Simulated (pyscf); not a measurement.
Thermochemistry of product channels of ZnH₂ (SMILES [ZnH2]) + CH₃• (SMILES [CH3]) on the doublet surface, in kcal/mol, from ωB97M-D3(BJ)/def2-TZVP energies (ideal gas, 1 atm, RRHO with modes under 100 cm⁻¹ raised to 100, one conformer, R ln 2 for chiral ones without a mode under 150 cm⁻¹). PySCF, gas phase, ωB97X-D3(BJ)/def2-SVP geometries.

```json
[
 {"products": "[H₃C–Zn]• (SMILES [CH3][Zn]) + H₂ (SMILES [H][H])", "ΔE": "-20.3", "ΔH(298 K)": "-18.2", "ΔG(298 K)": "-17.4", "ΔG(1200 K)": "-15.1"},
 {"products": "ZnH• (SMILES [ZnH]) + H₂ (SMILES [H][H]) + CH₂ (SMILES [CH2]) [triplet]", "ΔE": "+90.4", "ΔH(298 K)": "+85.7", "ΔG(298 K)": "+76.1", "ΔG(1200 K)": "+45.9"},
 {"products": "•H₂C–ZnH (SMILES [CH2][ZnH]) + H₂ (SMILES [H][H])", "ΔE": "+4.7", "ΔH(298 K)": "+3.1", "ΔG(298 K)": "+3.6", "ΔG(1200 K)": "+3.2"},
 {"products": "Zn (SMILES [Zn]) [singlet] + CH₄ (SMILES C) + H• (SMILES [H])", "ΔE": "-6.9", "ΔH(298 K)": "-4.0", "ΔG(298 K)": "-8.6", "ΔG(1200 K)": "-22.4"}
]
```

These are energies of the channels, which say nothing of barriers. Elements up to Kr have no core potential and no relativistic terms here.
